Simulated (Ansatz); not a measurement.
System: AlCl₃, net charge 0, singlet state. SMILES: [Cl][Al]([Cl])[Cl]
Geometry: optimised at B3LYP-D3(BJ)/def2-TZVP (Ansatz, an electronic-structure program).

Wanted: enthalpy of formation at 298 K, in kcal/mol. Set-up: open shells spin-unrestricted; no spin-orbit coupling; 6-31G* and kin with 6d, 5d where marked; no dispersion term unless named; non-relativistic. First-principles rows: single points at B3LYP-D3(BJ) geometries (Ansatz), with unscaled harmonic terms from B3LYP/6-31G* (Ansatz) at its own minima, enthalpies of formation by atomisation with measured atoms.

```tsv
species	coefficient	E at B3LYP/6-31G* (Ansatz), Eh	E at wB97X-V/def2-TZVPD (Ansatz), Eh	H(298 K) - E, kcal/mol
[Cl][Al]([Cl])[Cl]	+1	-1623.23315	-1623.05161	6.93
Al atom	-1	-242.36824	-242.31706	-
Cl atom	-3	-460.13624	-460.08005	-
```

The atoms take no thermal term, since their enthalpies of formation at 0 K are used: the result is the sum of coefficient times E, plus the molecule's thermal term, plus number times (enthalpy of formation minus H(298) - H(0)) over the atoms. Measured values of the atoms (G2/97 table in ASE), kcal/mol:

| atom | number | enthalpy of formation of the gas at 0 K | H(298) - H(0) of the element's standard state |
|---|---|---|---|
| Al | 1 | 78.23 | 1.08 |
| Cl | 3 | 28.59 | 1.10 |

Measured values: G2/97 table in ASE (Curtiss et al.); they hold spin-orbit and core effects, anharmonicity. For [Cl][Al]([Cl])[Cl] (enthalpy of formation at 298 K) the tabulated value and CCSD(T)/CBS(cc-pV(T+d)Z,cc-pV(Q+d)Z) (Ansatz) part by 7.6 kcal/mol: another conformer or state, missing terms or a fault of the table's entry are possible.  Value to compare with, the measured value: -139.7 kcal/mol. 1 Eh = 627.5095 kcal/mol.

Task: Compute it at each level from the table, and compare with the measured value.

Result: 
- B3LYP/6-31G*: the sum of coefficient times E is -0.45619 Eh, or -286.26 kcal/mol; the thermal terms add 6.93; the atoms' measured terms add 159.62. Result: -119.7 kcal/mol. Its error against the measured value is 20.0 kcal/mol.
- wB97X-V/def2-TZVPD: the sum of coefficient times E is -0.49440 Eh, or -310.24 kcal/mol; the thermal terms add 6.93; the atoms' measured terms add 159.62. Result: -143.7 kcal/mol. Its error against the measured value is -4.0 kcal/mol.
